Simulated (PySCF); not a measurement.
These compounds are isomers of formula C4H3FO.

A. `O=C=C/C=C\F`
B. SMILES C(C1=CC1=O)F
C. SMILES Fc1ccoc1

Spectrum 1. ¹H NMR (500 MHz, computed): δ 7.52 (dd, J = 5.4, 1.7 Hz, 1H), 7.32 (ddd, J = 2.7, 2.4, 1.7 Hz, 1H), 6.59 (d, J = 2.4 Hz, 1H). ¹³C{¹H} NMR (computed): δ 165.3 (C, d, J = 320.8 Hz), 145.5 (CH, d, J = 5.3 Hz), 131.6 (CH, d, J = 24.3 Hz), 109.5 (CH, d, J = 13.9 Hz).

Spectrum 2. ¹H NMR (500 MHz, computed): δ 8.77 (dt, J = 8.8, 2.5 Hz, 1H), 6.03 (dd, J = 54.2, 2.5 Hz, 2H). ¹³C{¹H} NMR (computed): δ 181.9 (C, d, J = 12.0 Hz), 155.0 (CH, d, J = 26.0 Hz), 149.6 (C, d, J = 10.6 Hz), 83.3 (CH2, d, J = 242.5 Hz).

Spectrum 3. ¹H NMR (500 MHz, computed): δ 6.67 (dd, J = 88.7, 5.7 Hz, 1H), 5.14 (ddd, J = 31.9, 11.2, 5.7 Hz, 1H), 4.61 (dd, J = 11.2, 1.1 Hz, 1H). ¹³C{¹H} NMR (computed): δ 208.5 (C), 153.2 (CH, d, J = 329.0 Hz), 103.4 (CH, d, J = 4.2 Hz), 21.5 (CH, d, J = 9.7 Hz).

Single conformer, fast rotation and ring inversion assumed for equivalent nuclei, in vacuum, no relativistic terms. Shielding tensors at PBE0/pcSseg-1 (GIAO); J couplings at B3LYP/pcJ-1; geometry: GFN2-xTB; PySCF 2.14.0 with density-fitted response routines.

References, each an isolated molecule treated in the same way: ¹H, ¹³C vs TMS. Multiplet labels drop J under 1 Hz and among equivalent protons, and merge close values. Unscaled 3J(H,H) run several per cent high. One-bond C–F couplings are unscaled and too large by tens of Hz. Shifts are as computed. Against solution values, carbons near 30 ppm lie about +3 ppm off and those near 130 ppm about +5 ppm. Of 1211 compounds with measured shifts, 218 miss one by over three times the rms of a fit or turn the order of signals round; such compounds aren't used in these exercises.

Task: Which spectrum belongs to which compound?

Result: 1–C, 2–B, 3–A.

- Spectrum 1 (C): 4 ¹³C signals; δC 165.3 is an aromatic carbon bearing fluorine; δH 7.52 is the hydrogen on an aromatic CH next to the ring oxygen.
- Spectrum 2 (B): 4 ¹³C signals; δC 83.3 is an sp3 CH2 bonded to F, on an unsaturated ring; δH 6.03 is the hydrogen on an sp3 CH2 bonded to F, on an unsaturated ring.
- Spectrum 3 (A): 4 ¹³C signals; δC 153.2 is an alkene CH; δC 103.4 is an alkene CH.
